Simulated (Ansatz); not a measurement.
Ansatz (an electronic-structure program) input (RI-MP2/aug-cc-pVTZ):
A basis named .json is the Basis Set Exchange file of that set.

Ansatz 0.2 input:
```yaml
crystal:
  periodic: [false, false, false]
  atoms:
    - {symbol: C, position_ang: [-0.00139165, -0.00334083, 0.58589379]}
    - {symbol: C, position_ang: [0.00267198, 1.27254219, -0.25206775]}
    - {symbol: C, position_ang: [-0.00144008, -1.26958484, -0.26657299]}
    - {symbol: H, position_ang: [-0.87744234, -0.00566370, 1.24134070]}
    - {symbol: H, position_ang: [0.87153550, -0.00851641, 1.24547871]}
    - {symbol: H, position_ang: [0.00264334, 2.16564392, 0.37573330]}
    - {symbol: H, position_ang: [-0.00436951, -2.16978780, 0.35099555]}
    - {symbol: H, position_ang: [0.88562788, 1.31645313, -0.89469099]}
    - {symbol: H, position_ang: [-0.87708528, 1.31932823, -0.89886150]}
    - {symbol: H, position_ang: [-0.88133215, -1.30614068, -0.91384229]}
    - {symbol: H, position_ang: [0.88138101, -1.30901578, -0.90967178]}
basis:
  gaussian:
    orbitals: aug-cc-pVTZ
    fitting: {mean_field: def2-universal-jkfit, correlation: aug-cc-pVTZ-RIFIT.json}
total_charge: 1
magnetization: {spin_polarized: true, initial_magnetization: 1}
correlation: {method: mp2, electrons: outside_noble_gas}
```

Output:

```
Functional definition: HF
integrals: 0.40 GiB planned
369 factors; integrals over basis functions are off by at most 9.1e-1 eV
mean field: 0.95 GiB planned
mean field evaluation 1: about -3202.2065 eV, gradient 3.3e1 eV
mean field evaluation 2: about -3206.6772 eV, gradient 1.3e1 eV
mean field evaluation 4: about -3207.6242 eV, gradient 1.1e0 eV
mean field evaluation 8: about -3207.6905 eV, gradient 6.3e-3 eV
mean field evaluation 16: about -3207.9492 eV, gradient 3.0e0 eV
mean field evaluation 32: about -3207.9864 eV, gradient 1.6e0 eV
mean field evaluation 64: about -3208.0338 eV, gradient 6.9e-2 eV
mean field evaluation 96: about -3207.6905 eV, gradient 3.2e-2 eV
mean field evaluation 128: about -3207.6905 eV, gradient 1.5e-4 eV
mean field -3208.03423524 eV, -117.8930836612 hartree, gradient 2.9e-6 eV, S^2 0.768464; 16 other end points of the search recorded, 0 dependent functions left out
3 core orbitals not correlated
686 factors; their error is unknown
reference -3208.03423524 eV, -117.8930836612 hartree; 10, 9 occupied and 309, 310 virtual orbitals, 686 factors
second order -14.01347385 eV of doubles, -0.00000000 eV of singles
Total energy: -3222.04770909 eV, -118.4080693265 hartree
```

This state (charge 1, doublet) is run at the relaxed geometry of the species with charge 0 and multiplicity 1.
